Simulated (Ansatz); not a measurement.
The cluster Li₃H₂, relaxed as a doublet with UKS PBE-D4/def2-TZVP in Ansatz, starting from the GFN1-xTB geometry. Force threshold 0.02 eV/Å.

Another isomer (doublet) lies 0.62 eV lower at PBE0-D4/def2-TZVP; other spin states weren't run for this one.

Start:

```tsv
atom	x (Å)	y (Å)	z (Å)
Li1	-0.3992	0.0171	1.2745
Li2	0.1326	1.1421	-0.6766
Li3	0.2659	-1.1635	-0.5998
H4	-1.1974	-0.0750	-0.3780
H5	1.1980	0.0793	0.3799
```

```
step  energy (eV)  largest force component (eV/Å)  SCF passes
   1    -643.2672                           0.543          84
   2    -643.3317                           0.395          36
   3    -643.3593                           0.188          37
   4    -643.3625                           0.109          33
   5    -643.3688                           0.042          38
   6    -643.3694                           0.011          33
```

Force components are those of the run's own axes.

End:

```xyz
5

Li   -0.440    0.112    1.376
Li    0.138    1.151   -0.683
Li    0.309   -1.211   -0.729
H    -1.143   -0.101   -0.340
H     1.135    0.050    0.376
```

By distances, no bond broke or formed. The bond that changes most is Li1–H5, from 1.83 to 1.87 Å (atoms count from 1).

No frequencies were taken in this run, so the end may be a saddle point.

Run time 4.5 s (4 threads of Arm Neoverse V1 on a shared host).
